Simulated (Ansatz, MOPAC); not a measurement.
Reaction (SMILES): C1CCC1 [cyclobutane] → C=C(C)C [2-methylprop-1-ene]

Quantity: isomerisation energy (enthalpy at 298 K), in kcal/mol. Terms: valence correlation only; 6-311+G** with 5d; non-relativistic; no spin-orbit coupling; dispersion terms only where a functional's name holds one; 6-31G* and kin with 6d, 5d where marked; LANL2DZ all-electron up to Ne. CBS marks a two-point X^-3 extrapolation of the correlation energy; Hartree-Fock from the larger set. The bracket is a focal-point correction in the basis named. First-principles rows: single points at B3LYP-D3(BJ) geometries (Ansatz, an electronic-structure program), with unscaled harmonic terms from B3LYP/6-31G* at its own minima. Semi-empirical rows: MOPAC heats of formation at their own minima for 298 K.

Measured values: Active Thermochemical Tables 1.112 (ions: stationary electron), as tabulated in the package chemicals; G2/97 table in ASE (Curtiss et al.); they hold spin-orbit and core effects, anharmonicity. 

Value to compare with, the measured value: -11.0 kcal/mol.

| level | program | isomerisation energy (enthalpy at 298 K) (kcal/mol) | error |
|---|---|---|---|
| PM6 | MOPAC | -1.5 | 9.5 |
| HF/6-311+G** | Ansatz | -12.2 | -1.2 |
| PBE/LANL2DZ | Ansatz | -7.8 | 3.2 |
| PBE/6-31G* | Ansatz | -6.6 | 4.4 |
| PBE/def2-SVP | Ansatz | -6.6 | 4.4 |
| B3LYP/6-31G | Ansatz | -13.2 | -2.2 |
| B3LYP/6-31G* | Ansatz | -9.9 | 1.1 |
| B3LYP-D3(BJ)/def2-TZVPD | Ansatz + dftd3 | -12.8 | -1.8 |
| RI-MP2/CBS(cc-pVTZ,cc-pVQZ)+[CCSD(T)-MP2]/cc-pVTZ | Ansatz | -10.0 | 1.0 |

Among the 7 habitual levels, PM6 lies farthest from the measured value (9.5 kcal/mol); 5 of 7 lie above it, and their mean absolute error is 3.7 kcal/mol, the median 3.2. One case shows no general order.

The levels are drawn from those run, B3LYP/6-31G* more often than the rest, none by its result; runs whose electronic state is in doubt are left out.
